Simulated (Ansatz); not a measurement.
Geometry optimisation, RKS PBE-D4/def2-SVP in Ansatz.

input.yaml

```yaml
crystal:
  periodic: [false, false, false]
  atoms:
    - { symbol: Al, position_ang: [0.026732, 0.404669, -0.138324] }
    - { symbol: F, position_ang: [-0.166356, 0.338732, 1.546014] }
    - { symbol: H, position_ang: [1.498693, 0.692362, -0.674845] }
    - { symbol: H, position_ang: [-1.31397, 0.400935, -0.998002] }
    - { symbol: "N", position_ang: [0.113241, -2.475503, 0.988816] }
    - { symbol: H, position_ang: [-0.657616, -3.155056, 0.974834] }
    - { symbol: H, position_ang: [0.96593, -2.980367, 1.26177] }
    - { symbol: H, position_ang: [-0.089553, -1.77827, 1.741636] }
basis:
  gaussian: { orbitals: def2-SVP }
hamiltonian:
  xc: pbe
  dispersion: d4
relax:
  f_tol: 0.03
  max_steps: 50
output:
  orbitals: {}
```

Command:

```bash
$ ansatz run input.yaml --threads 1 --pin off --max-ram 2048MiB --backend cpu --events-out ev --progress --plain --runs-dir out
```

Where does it end, and by what steps?

It converged. After 8 steps the energy has fallen by 0.951 eV; H7 moved furthest, 0.67 Å. Joined: Al1–N5 (3.09 → 2.08 Å).

| step | energy less start (eV) | largest force component (eV/Å) | accepted |
| --- | --- | --- | --- |
| 0 | 0.0000 | 0.957 | yes |
| 1 | -0.2050 | 0.802 | yes |
| 2 | -0.5019 | 1.091 | yes |
| 3 | -0.7832 | 0.691 | yes |
| 4 | -0.8929 | 0.805 | yes |
| 5 | -0.9354 | 0.428 | yes |
| 6 | -0.9448 | 0.334 | yes |
| 7 | -0.9507 | 0.102 | yes |
| 8 | -0.9512 | 0.027 | yes |

```xyz
8
Properties=species:S:1:pos:R:3
Al 0.025 -0.086 0.129
F -0.227 0.611 1.672
H 1.508 0.088 -0.466
H -1.278 -0.146 -0.812
N 0.086 -2.016 0.906
H -0.643 -2.649 0.549
H 0.995 -2.490 0.811
H -0.088 -1.865 1.912
```

Whether the end is a true minimum wasn't checked by a vibrational analysis.

Time of the run: 20 s on 1 thread of Arm Neoverse V1, on a shared host, peak memory 0.11 GiB.
